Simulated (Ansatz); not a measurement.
## How basis sets differ on BN (boron nitride)

BN: 2 atoms, total charge 0, spin state triplet. As SMILES, `B#N`. Geometry: relaxed at PBE0-D4/def2-TZVP.

```tsv
atom	x (Å)	y (Å)	z (Å)
B	0.0000	0.0000	-0.0235
N	0.0000	0.0000	1.2919
```

Each level gives the vertical energy of the singlet above the triplet (eV). The values are calculated.

| level | kind | program | value (eV) |
| --- | --- | --- | --- |
| UMP2/cc-pVDZ | perturbation theory | Ansatz | 1.15 |
| UMP2/jun-cc-pV(D+d)Z | perturbation theory | Ansatz | 1.18 |
| UMP2/aug-cc-pVDZ | perturbation theory | Ansatz | 1.18 |
| UMP2/cc-pVTZ | perturbation theory | Ansatz | 1.15 |
| UMP2/d-aug-cc-pVDZ | perturbation theory | Ansatz | 1.18 |
| UMP2/jun-cc-pV(T+d)Z | perturbation theory | Ansatz | 1.16 |
| UMP2/aug-cc-pVTZ | perturbation theory | Ansatz | 1.16 |
| UMP2/d-aug-cc-pVTZ | perturbation theory | Ansatz | 1.16 |

The values span 1.15 to 1.18 eV.
